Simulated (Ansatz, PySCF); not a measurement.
UKS-B3LYP/6-31G* against FCI for diatomic hydrides: bond length at the minimum.

Values in Å, from Ansatz (a first-principles code) and PySCF. Where two bases are given, the first is that of UKS-B3LYP/6-31G*. Full CI is exact in its basis, with frozen cores. Scans on which UKS-B3LYP/6-31G* failed, held another spin at the minimum or broke off are missing, so the means are lower bounds.

| system | basis | UKS-B3LYP/6-31G* | FCI | UKS-B3LYP/6-31G* − FCI |
|---|---|---|---|---|
| HGa singlet | 6-31G* / aug-cc-pVDZ | 1.704 | 1.696 | 0.008 |
| HP triplet | 6-31G* / cc-pVDZ | 1.436 | 1.445 | -0.008 |
| HSi cation singlet | 6-31G* / cc-pVTZ | 1.520 | 1.511 | 0.009 |
| CH cation singlet | 6-31G* / aug-cc-pVDZ | 1.133 | 1.148 | -0.014 |
| HSi cation singlet | 6-31G* / cc-pVQZ | 1.520 | 1.508 | 0.013 |
| HMg doublet | 6-31G* / def2-SVP | 1.757 | 1.741 | 0.015 |
| CH cation singlet | 6-31G* / cc-pVDZ | 1.133 | 1.146 | -0.013 |
| HS doublet | 6-31G* / def2-SVP | 1.355 | 1.350 | 0.005 |
| HCl singlet | 6-31G* / cc-pVDZ | 1.289 | 1.290 | -0.001 |
| HF cation doublet | 6-31G* / aug-cc-pVDZ | 1.035 | 1.010 | 0.025 |
| HLi singlet | 6-31G* / cc-pVTZ | 1.621 | 1.608 | 0.013 |

**Question.** What do these rows say about the size and sign of the difference from FCI?

**Answer.** The mean difference from FCI is 0.005 Å (median 0.008) and the mean absolute one 0.011 Å (median 0.013); UKS-B3LYP/6-31G* lies above in 7 and below in 4 of 11 cases. It is closest for HCl singlet (-0.001), HS doublet (0.005), HGa singlet (0.008) and furthest off for HF cation doublet (0.025), HMg doublet (0.015), CH cation singlet (-0.014).
